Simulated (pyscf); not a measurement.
H₂N–SiH₃ + H• → •HN–SiH₃ + H₂ (hydrogen abstraction; doublet surface; H–N broken, H–H formed). Optimised with ωB97X-D3(BJ)/def2-SVP in PySCF. Energies in kJ/mol from the separated reactants.

| level | barrier | reaction energy |
|---|---|---|
| ωB97X-D3(BJ)/def2-TZVP | 66.3 | +33.5 |
| PBE/def2-TZVP | ? | +34.4 |
| r²SCAN/def2-TZVP | 37.7 | +18.9 |
| PBE0-D3(BJ)/def2-TZVP | 56.7 | +38.1 |
| M06-2X/def2-TZVP | ? | ? |
| ωB97M-D3(BJ)/def2-TZVP | 66.9 | +34.7 |

Task: What belongs in the gaps?

Result: 
- PBE/def2-TZVP, barrier: 41.0
- M06-2X/def2-TZVP, barrier: 75.6
- M06-2X/def2-TZVP, reaction energy: +37.5

The functionals in the table span 37.9 kJ/mol in this barrier, from r²SCAN to M06-2X. The same reactants have a lower exit, to H₂N–SiH₂• + H₂ (barrier +16.4 kJ/mol at ωB97M-D3(BJ)/def2-TZVP, against +66.9 kJ/mol here). •HN–SiH₃ lies 87.1 kJ/mol over its isomer H₂N–SiH₂• (electronic energy, ωB97M-D3(BJ)/def2-TZVP). This is the saddle that the search found; another between the same sides may lie lower. The angle at the transferred H is 157°.
